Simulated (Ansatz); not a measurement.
**HGeC, sextet: the ladder up to UCCSDTQ**

Geometry: that of the HGeC, quartet, kept fixed. The doublet lies 2.9 eV lower here.

```yaml
atoms:
  - { symbol: Ge, position_ang: [0.0000, -0.0306, 0.2699] }
  - { symbol: C, position_ang: [0.0000, 0.0546, -1.6749] }
  - { symbol: H, position_ang: [0.0000, 1.5546, 0.5098] }
```

Basis cc-pVDZ; Ansatz 0.2.0. Correlated methods freeze the noble-gas cores and the filled d shells of p-block atoms, which leaves 9 electrons in 31 orbitals. Prefix R: restricted or restricted open-shell reference; prefix U: unrestricted. Active spaces: valence = (9e, 9o) chosen from the atoms' valence shells. No spin–orbit coupling is included, and no scalar relativity.

Full CI isn't at hand for all of this; UCCSDTQ serves as the reference, and is uncertain by about the last step of the cluster series. The frozen core follows each run's orbitals, which can shift R against U totals by a few meV for light atoms and by up to 0.1 eV past Ca.

- UHF ⟨S²⟩: 8.761
- T1 diagnostic (RCCSD): 0.0324
- largest doubles amplitude (RCCSD): 0.035
- T1 diagnostic (UCCSD): 0.0267

From what is known of these methods and the diagnostics, rank them by the size of their error in total energy against UCCSDTQ in cc-pVDZ, smallest first (an estimate: the text doesn't fix the numbers).
A. UCCSD(T)
B. UMP2
C. UCCSDT
D. UCCSD
E. UHF

C (0.5 kJ/mol), A (3.1 kJ/mol), D (12.4 kJ/mol), B (91.4 kJ/mol), E (381.7 kJ/mol).

All errors are against UCCSDTQ in cc-pVDZ. Within each family the higher level lies nearer, as is usual though not guaranteed.

Natural occupations of CASSCF (valence space) about the gap: 1.981 1.964 1.005 1.002 0.999 0.998 0.997 0.030 0.023; effectively unpaired electrons, Σ n²(2−n)², 5.01.
